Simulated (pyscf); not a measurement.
One four-centre exchange on the singlet surface with elements of a group swapped. ωB97M-D3(BJ)/def2-TZVP, kcal/mol, from the separated reactants. Structures and frequencies: ωB97X-D3(BJ)/def2-SVP in PySCF.

```tsv
step	barrier	reaction energy	imaginary mode (i cm⁻¹)
AgH + H₂O → HO–Ag + H₂	26.8	+15.7	1072
AuH + H₂O → HO–Au + H₂	…	…	1486
```

### Question
What belongs in the gaps?

### Answer

- AuH + H₂O → HO–Au + H₂, barrier: 55.9
- AuH + H₂O → HO–Au + H₂, reaction energy: +32.3

Row 1: On the reactant side the descent ends in a bound adduct (not fully relaxed), 10.4 kcal/mol under the separated species and 35.1 kcal/mol under the saddle at ωB97X-D3(BJ)/def2-TZVP. Row 2: On the reactant side the descent ends in a bound adduct (not fully relaxed), 19.2 kcal/mol under the separated species and 73.9 kcal/mol under the saddle at ωB97X-D3(BJ)/def2-TZVP. Each row is the saddle that its search found. Elements past Kr carry the def2 core potentials, without spin-orbit coupling.
